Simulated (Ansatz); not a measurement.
`F/C=C/Cl` + H₂O → `O/C=C\Cl` + H–F at 400 K and 1 bar (formal hydrolysis of a C–F bond).

Calculated with Ansatz (gas phase, PBE0-D4/def2-TZVP geometries, no zero-point term in ΔE). CBS: MP2 limit from def2 TZ/QZ plus the TZ coupled-cluster correction, frozen cores. This one scheme is used for every species. Double bonds are as drawn, so ΔE can hold a change between cis and trans. One conformer a species, not always the lowest.

```
   species  CCSD(T)/CBS energy (Eh)  H − E (kJ/mol)  S (J/(mol·K))
`F/C=C/Cl`               -636.83467           113.7          304.3
       H₂O                -76.37941            69.8          198.6
`O/C=C\Cl`               -612.83223           148.7          308.0
       H–F               -100.39570            36.5          182.2
```

H − E and S are ideal-gas, rigid-rotor, harmonic terms from PBE0-D4/def2-TZVP, for one conformer and one mirror image of each species. 1 Eh = 2625.50 kJ/mol, R = 8.31446 J/(mol·K).

Problem. By hand: ΔE, ΔH, ΔS and ΔG.

Solution. ΔE = (-612.83223) + (-100.39570) − (-636.83467) − (-76.37941) = -0.01385 Eh = -36.4 kJ/mol. Δ(H − E) = 148.7 + 36.5 − 113.7 − 69.8 = 1.7, so ΔH = -34.7 kJ/mol. ΔS = 308.0 + 182.2 − 304.3 − 198.6 = -12.7 J/(mol·K). ΔG = -34.7 − 400 × (-12.7)/1000 = -29.6 kJ/mol.

Problem. By hand: the equilibrium constant, and the temperature at which ΔG would vanish if ΔH and ΔS stayed fixed.

Solution. log₁₀ K = −ΔG/(RT ln 10) = 3.9. ΔG = 0 at ΔH/ΔS = 2732 K, far beyond where these terms or the molecules hold.

The number of gas molecules stays the same, so ΔS is small and ΔH decides. A doubt of 5 kJ/mol in ΔE shifts log₁₀ K by 0.7 here. Other conformers and mirror images would add mixing entropy, several J/(mol·K) or more a flexible species. These are equilibria of isolated gas molecules and say nothing of rates. Largest T1 diagnostic: 0.012 (customary marks: 0.02 for closed shells, 0.045 for open ones).
